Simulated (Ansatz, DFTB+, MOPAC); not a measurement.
Species: C₃H₃, net charge -1, singlet state. SMILES: [CH-]=C=C

Atoms: C1, C2, C3, H4, H5, H6. Bonds: C1-C2, C1-C3, C2-H4, C3-H5, C3-H6.

Bond lengths (Å) and angles (degrees) optimised at PM3 with MOPAC; PM6 with MOPAC; SCC-DFTB with DFTB+; B3LYP/LANL2DZ with Ansatz (an electronic-structure program), each started from the B3LYP-D3(BJ)/def2-TZVP structure (Ansatz) of the last column. A row stands for all coordinates that are equal there; 7 of 8 kinds are shown. No wavenumbers were computed at SCC-DFTB, B3LYP/LANL2DZ, so these may be saddle points.

```tsv
coordinate	PM3	PM6	SCC-DFTB	B3LYP/LANL2DZ	B3LYP-D3(BJ)/def2-TZVP
C1-C2	1.216	1.300	1.282	1.299	1.275
C1-C3	1.348	1.341	1.369	1.375	1.349
C2-H4	1.053	1.001	1.110	1.099	1.092
C3-H5	1.078	1.059	1.108	1.092	1.087
C2-C1-C3	180.0	180.0	162.6	174.3	174.0
C1-C2-H4	180.0	180.0	118.3	124.3	121.1
C1-C3-H5	121.4	122.3	117.9	121.6	121.8
```

Mean signed difference of all 5 bond lengths from B3LYP-D3(BJ)/def2-TZVP: PM3 -0.023 Å, PM6 -0.026 Å, SCC-DFTB 0.017 Å, B3LYP/LANL2DZ 0.014 Å.
